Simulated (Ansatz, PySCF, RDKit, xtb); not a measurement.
# Which structure has the formula LiBS?

Task: start from the formula LiBS, draw up candidate structures, narrow them down in stages, and characterise the one that lies lowest at 298.15 K.

Plan: many cheap relaxations first (GFN2-xTB), then density-functional screening, relaxation at B3LYP-D3(BJ)/def2-SVP, vibrations and a final energy. The numbers are computed, not measured.

7 further runs of the same task are left out: 7 set aside as unsound or not needed.

### 1 Drawing up candidates

A program enumerates the bonding patterns with one Lewis structure each (two rings at most, one unusual centre or charged pair), with their diastereomers. O–O, O–halogen and N–halogen bonds and N–N–N chains are not drawn. That gives 3 candidates.

| label | SMILES | spin |
| --- | --- | --- |
| c429 | [Li][B]=S | singlet |
| c521 | [Li-]1[B]=[S+]1 | singlet |
| c643 | [Li][S]#B | singlet |

Candidates are built by distance geometry, with a force field where one applies, in up to four conformers (letters a to d). 2 starts with atoms placed at random are added, to find patterns that the rules miss.

**Question.** With final energies at CCSD(T)/def2-QZVPP, which structure will this search put lowest in free energy, and by what margin?

| quantity | value |
| --- | --- |
| lowest structure found | [Li][B]=S, singlet, C∞v |
| next finalist | [Li]1[B][S]1 ‡, singlet, 5.6 kcal/mol higher in G |
| share at equilibrium, among the finalists | 100.0 % |
| harmonic wavenumbers, lowest and highest (B3LYP-D3(BJ)/def2-SVP) | 192 and 1231 cm⁻¹ |
| rotational constants, same geometry | 0.1914 cm⁻¹ |
| dipole moment (PBE0/def2-TZVPD) | 8.43 D |
| HOMO energy (PBE0/def2-TZVPD) | -6.52 eV |
| LUMO energy (PBE0/def2-TZVPD) | -1.43 eV |
| HOMO–LUMO gap (PBE0/def2-TZVPD) | 5.08 eV |
| lowest excitation (TD-PBE0/def2-SVPD) | 4.10 eV (f = 0.100) |
| lowest triplet excitation, same level, Tamm-Dancoff | 3.40 eV |
| vertical ionisation energy | 8.67 eV |
| vertical electron affinity | 0.70 eV |
| vertical triplet less singlet | +3.35 eV |

`[Li][B]=S` comes out lowest. The margin of 5.6 kcal/mol over the next finalist is beyond the usual error of the last level; it says nothing of structures that weren't ranked. B3LYP-D3(BJ)/def2-SVP, HF/def2-QZVPP and MP2/def2-QZVPP already put its bonding pattern lowest among the structures in one piece. Lowest found is not proven lowest: the search is finite, and each finalist counts with one conformer. Bonds to the alkali or alkaline-earth atom are largely ionic, and its place along soft bends is ill-defined.

‡ marks the bonded skeleton alone, with all bonds drawn single: no Lewis structure was assigned that passes a check against the bond lengths.
